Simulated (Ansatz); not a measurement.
# H5NSi: the cost of one run

Program: Ansatz 0.2.0. Level of theory: RKS revPBE-D4/def2-SVP. These are calculated values, not measurements.

### Step 1. The system as given

Bond lengths: Si1–N2 1.820 Å, N2–H3 1.060 Å, N2–H4 1.060 Å, Si1–H5 1.460 Å, Si1–H6 1.459 Å, Si1–H7 1.459 Å. Angles: Si1–N2–H3 120.0°, Si1–N2–H4 120.0°, H3–N2–H4 120.0°, N2–Si1–H5 109.5°, N2–Si1–H6 109.5°, N2–Si1–H7 109.5°, H5–Si1–H6 109.5°, H5–Si1–H7 109.5°, H6–Si1–H7 109.5°.

Coordinates:

```xyz
7

Si    0.0000    0.0000    0.0000
N     0.0000    0.0000    1.8200
H    -0.8770   -0.2713    2.3500
H     0.8770    0.2713    2.3500
H     1.3768    0.0000   -0.4862
H    -0.6877    1.1914   -0.4862
H    -0.6877   -1.1914   -0.4862
```

### Step 2. Relaxing the start

input.yaml reads:

```yaml
crystal:
  periodic: [false, false, false]
  atoms:
    - { symbol: Si, position_ang: [0.0, 0.0, 0.0] }
    - { symbol: "N", position_ang: [0.0, 0.0, 1.82] }
    - { symbol: H, position_ang: [-0.877, -0.2713, 2.35] }
    - { symbol: H, position_ang: [0.877, 0.2713, 2.35] }
    - { symbol: H, position_ang: [1.3768, 0.0, -0.4862] }
    - { symbol: H, position_ang: [-0.6877, 1.1914, -0.4862] }
    - { symbol: H, position_ang: [-0.6877, -1.1914, -0.4862] }
basis:
  gaussian: { orbitals: def2-SVP }
hamiltonian:
  xc: revpbe
  dispersion: d4
relax:
  f_tol: 0.02
  max_steps: 40
```

Started as:

```
ansatz run input.yaml --threads 1 --pin off --max-ram 2048MiB --backend cpu --events-out ev --progress --plain --runs-dir out
```

Q: Estimate wall time and peak memory on 1 thread of Arm Neoverse N1, shared host.

About 14 s, with a peak of 0.1 GiB.
